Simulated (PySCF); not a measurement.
## Worked example for sulfuric acid: homolysis of bond S2–O4

Structure: `O=S(=O)(O)O` (H2O4S). Atom numbers as in the mapped SMILES `[O:1]=[S:2](=[O:3])([OH:4])[OH:5]`.

Energies: M06-2X/def2-TZVP (PySCF, density fitting, integration grid level 3) on PBE0-D3(BJ)/def2-SVP structures. Thermal corrections: PBE0-D3(BJ)/def2-SVP frequencies, unscaled, ideal gas at 298.15 K and 1 bar, quasi-RRHO entropy.

Step: `O=S(=O)(O)O` → `[O][S@@](=O)O` + OH•.

```csv
species,charge,multiplicity,E / Eh
O=S(=O)(O)O,0,1,-700.297751
[O][S@@](=O)O,0,2,-624.409321
OH•,0,2,-75.732019
```

Thermal terms, products less reactant: Δ(H − E) = -16.59 kJ/mol, Δ(G − E) = -69.04 kJ/mol. 1 Eh = 2625.50 kJ/mol.

Problem. What are ΔE, ΔH and ΔG of this step?

Solution. ΔE = 0.156411 Eh = 410.66 kJ/mol; ΔH = 394.1 kJ/mol; ΔG = 341.6 kJ/mol, all in the gas phase at 298.15 K and 1 bar. The digits show the arithmetic; the method itself can be off by 10 kJ/mol or more.

Note: radicals beside a multiple bond are drawn in one resonance form, and their spin spreads.
